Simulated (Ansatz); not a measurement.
in.yaml

```yaml
crystal:
  periodic: [false, false, false]
  atoms:
    - {symbol: B, position_ang: [0.000000, 0.000000, 2.319560]}
    - {symbol: Be, position_ang: [0.000000, 0.000000, -0.487440]}
    - {symbol: H, position_ang: [0.000000, 0.000000, -1.832119]}
basis:
  gaussian: {orbitals: cc-pVDZ}
magnetization: {spin_polarized: false}
correlation: {method: ccsdt_q, electrons: outside_noble_gas}
```

```sh
$ ansatz run in.yaml --threads 1 --pin off --events-out ev --progress --plain --max-ram 2393MiB
```

Output:

```
576 factors; integrals over basis functions are off by at most 2.1e-7 eV
mean field evaluation 1: about -1078.2743 eV, gradient 1.1e1 eV
mean field evaluation 2: about -1078.3093 eV, gradient 1.1e1 eV
mean field evaluation 4: about -1079.8214 eV, gradient 1.6e0 eV
mean field evaluation 8: about -1079.8525 eV, gradient 7.6e-4 eV
mean field evaluation 16: about -1079.8512 eV, gradient 4.1e-1 eV
mean field evaluation 32: about -1060.3494 eV, gradient 9.3e0 eV
mean field evaluation 64: about -1061.9200 eV, gradient 3.4e0 eV
mean field evaluation 96: about -1076.2398 eV, gradient 2.3e-4 eV
mean field -1079.85249753 eV, -39.6838473338 hartree, gradient 3.2e-6 eV, S^2 0.000000; 2 other end points of the search recorded, 0 dependent functions left out; unrestricted orbitals would lower it
2 core orbitals not correlated: weight in the atoms' cores, before any rotation towards them, 1.000 or more for the frozen orbitals, at most 0.000 for the correlated occupied ones
reference -1079.85249753 eV, -39.6838473338 hartree; 3, 3 occupied and 28, 28 virtual orbitals, 576 factors
second order -2.53213895 eV of doubles, -0.00000000 eV of singles
cycle   1  -3.19494507 eV  change   -6.6e-1 eV  update   9.3e-2
cycle   2  -3.72084520 eV  change   -5.3e-1 eV  update   5.0e-2
cycle   3  -3.75704468 eV  change   -3.6e-2 eV  update   1.6e-2
cycle   4  -3.76771876 eV  change   -1.1e-2 eV  update   7.6e-3
cycle   5  -3.77128746 eV  change   -3.6e-3 eV  update   3.3e-3
cycle   6  -3.77012096 eV  change    1.2e-3 eV  update   2.0e-3
cycle   7  -3.76981845 eV  change    3.0e-4 eV  update   1.1e-3
cycle   8  -3.77094131 eV  change   -1.1e-3 eV  update   6.5e-4
cycle   9  -3.77108795 eV  change   -1.5e-4 eV  update   3.8e-4
cycle  10  -3.77065637 eV  change    4.3e-4 eV  update   2.3e-4
cycle  11  -3.77059781 eV  change    5.9e-5 eV  update   1.1e-4
cycle  12  -3.77063938 eV  change   -4.2e-5 eV  update   4.7e-5
cycle  13  -3.77070837 eV  change   -6.9e-5 eV  update   2.2e-5
cycle  14  -3.77071539 eV  change   -7.0e-6 eV  update   7.6e-6
cycle  15  -3.77070956 eV  change    5.8e-6 eV  update   3.8e-6
cycle  16  -3.77070583 eV  change    3.7e-6 eV  update   2.0e-6
cycle  17  -3.77070409 eV  change    1.7e-6 eV  update   1.0e-6
cycle  18  -3.77070405 eV  change    4.4e-8 eV  update   5.6e-7
cycle  19  -3.77070458 eV  change   -5.3e-7 eV  update   3.2e-7
cycle  20  -3.77070512 eV  change   -5.4e-7 eV  update   2.1e-7
perturbative correction -0.00597409 eV, -0.0002195437 hartree
Total energy: -1083.62917674 eV, -39.8226377349 hartree
```

For the same geometry and basis full CI lies 1.8 meV lower.

Ran on 1 thread of Intel Xeon, shared host: 1.3 s wall, 0.15 GiB peak host memory.
